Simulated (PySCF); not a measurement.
Isothiazole, C3H3NS.
SMILES with atom numbers: `[cH:1]1[cH:2][n:3][s:4][cH:5]1`

Structure used (PBE0-D3(BJ)/def2-SVP), in Å, numbered top down from 1:
```
atom  x, y, z in Å
C1    -0.749   -0.015   -0.027
C2     0.165   -1.106   -0.028
N3     1.443   -0.807    0.026
S4     1.616    0.837    0.084
C5    -0.059    1.170    0.033
H6    -1.834   -0.103   -0.068
H7    -0.124   -2.161   -0.070
H8    -0.458    2.185    0.050
```

Computed with delta-SCF UKS SCAN, pcX-2 on the ionised atom, pcseg-1 elsewhere, spin-free X2C (PySCF). Each 1s hole has a ground state of its own, since the core basis sits on the ionised atom alone.

```csv
ionised atom,basis functions,E(ground) (Eh),binding energy (eV)
C1,120,-570.01873,290.874
C2,120,-570.01996,291.574
C5,120,-570.01890,291.331
N3,120,-570.02975,405.079
S4,131,-570.15760,2478.682
```

**Question.** Fill in the total energy of each core-ionised state.

**Answer.** With binding energy = E(ionised) − E(ground) and 27.2114 eV a hartree:

| atom | binding energy (Eh) | E(ionised) (Eh) |
| --- | --- | --- |
| C1 | 10.6894 | -559.3293 |
| C2 | 10.7151 | -559.3048 |
| C5 | 10.7062 | -559.3127 |
| N3 | 14.8864 | -555.1434 |
| S4 | 91.0899 | -479.0677 |

**Question.** How much do the ground-state energies differ, and what would follow from using one of them for all holes?

**Answer.** They run from -570.1576 Eh (core basis on S4) to -570.0187 Eh (on C1), 0.1389 Eh or 3.78 eV apart, though the state is the same; only basis and grid differ. Pairing the ion of C1 with the ground state of S4 would put its binding energy 3.78 eV too high.

Lowest listed C 1s: C1, bonded to 2 C (aromatic in the SMILES) and H. Highest, 0.70 eV above it: C2, bonded to N (aromatic in the SMILES), C (aromatic in the SMILES) and H. Summing the Pauling electronegativity differences to the bonded atoms, each weighted by its formal bond order, gives -0.35 for the lowest site and +0.39 for the highest; no listed site has a larger sum than the highest.

Only 1s holes are shown. Geometry: PBE0-D3(BJ)/def2-SVP; no solvent, vibrations or thermal averaging.

The run took 30 s on one thread, Arm Neoverse V1, no GPU (shared host).
